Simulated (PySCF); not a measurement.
**How methods differ on the ionisation energy of Mg**

Mg [Ne] 3s2 (1S) → Mg⁺ [Ne] 3s1 (2S), as a difference of total energies. Computed with PySCF 2.14 in ANO-RCC-VTZP (5s4p2d1f, 34 functions), with scalar relativity by spin-free X2C-1e. Correlated levels: valence: [Ne] frozen. The calculations carry no spin-orbit coupling.

**Question.** Order these methods by the ionisation energy they give, lowest first.
A. CCSD (valence)
B. UHF
C. MP2 (valence)
D. SCS-MP2 (valence)

**Answer.** B (6.621 eV), C (7.189 eV), D (7.302 eV), A (7.522 eV).

Errors of the correlated levels include the incompleteness of this basis and the frozen core.

With two correlated electrons CCSD is exact in that space.

For comparison: 7.646 eV (measured; NIST Atomic Spectra Database, ionization energies).
